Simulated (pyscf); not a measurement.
Structures and frequencies: ωB97X-D3(BJ)/def2-SVP in PySCF. MP2 and CC: frozen core, UHF for open shells. ΔMP2 is the change of the MP2 total energy from the triple- to the quadruple-zeta basis.

Question: ethyl (•H₂C–CH₃) + water (H₂O) → ethanol (H₃C–CH₂–OH) + H atom (H•)
Surface: doublet. Broken: H–O. Formed: C–O. Give ΔE‡ and ΔE from CCSD(T)/def2-TZVPP + ΔMP2(QZVPP), relative to the separated reactants.

Answer: ΔE‡ = 51.1 kcal/mol, ΔE = +26.1 kcal/mol. Zero-point energy shifts the barrier by -0.5 kcal/mol. It is a substitution at O, with an imaginary mode of 1791i cm⁻¹. One saddle was located; it need not be the lowest between these sides. The angle at the attacked O is 159°. The CCSD(T) − MP2 part came from Ansatz, without density fitting, on the same reference.
